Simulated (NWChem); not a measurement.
H$_{4}$Si in NWChem

Everything below was run with NWChem. Structure: optimised with PBE0/def2-SVP, a minimum by its harmonic frequencies.

Input file:

```
start mol
memory heap 200 mb stack 900 mb global 1100 mb
geometry "system" units angstroms nocenter noautoz noautosym
  Si     0.000000     0.000000    -0.000000
  H      1.218746     0.000000     0.861824
  H     -1.218746     0.000000     0.861824
  H      0.000000    -1.218745    -0.861823
  H      0.000000     1.218745    -0.861823
end
set geometry "system"
basis spherical
  * library 6-31g*
end
dft
  xc pbe0
  semidirect memsize 60000000 filesize 0
  iterations 100
  convergence energy 1e-10 density 1e-9 gradient 1e-8
  tolerances tight
end
task dft energy
rt_tddft
  tmax 150.0
  dt 0.2
  tag "kick"
  print dipole
  field "kick"
    type delta
    polarization x
    max 0.0001
  end
  excite "system" with "kick"
end
task dft rt_tddft
```

Change of the dipole's x component after the kick, in units of 1e-4 a.u.:

```csv
time (a.u.),Δμ
0.0,0.000
0.4,0.217
0.8,0.435
1.2,0.619
1.6,0.817
2.0,0.956
2.4,0.998
2.8,1.000
3.2,0.991
3.6,0.927
4.0,0.802
4.4,0.676
4.8,0.565
5.2,0.427
5.6,0.279
6.0,0.169
6.4,0.072
6.8,-0.035
7.2,-0.133
7.6,-0.207
8.0,-0.280
8.4,-0.380
8.8,-0.481
9.2,-0.549
9.6,-0.629
10.0,-0.737
10.4,-0.796
10.8,-0.800
11.2,-0.813
11.6,-0.808
12.0,-0.721
12.4,-0.589
12.8,-0.465
13.2,-0.316
13.6,-0.109
14.0,0.100
14.4,0.267
14.8,0.435
15.4,0.665
15.8,0.741
16.2,0.783
16.6,0.792
17.0,0.752
17.4,0.675
17.8,0.577
18.2,0.470
18.6,0.359
19.0,0.247
19.4,0.154
19.8,0.081
20.2,0.012
20.6,-0.043
21.0,-0.073
21.4,-0.101
21.8,-0.139
22.2,-0.177
22.6,-0.206
23.0,-0.248
23.4,-0.319
23.8,-0.381
24.2,-0.425
24.6,-0.487
25.0,-0.540
25.4,-0.547
25.8,-0.533
26.2,-0.504
26.6,-0.428
27.0,-0.326
27.4,-0.216
27.8,-0.087
28.2,0.049
28.6,0.169
29.0,0.266
29.4,0.355
29.8,0.425
```
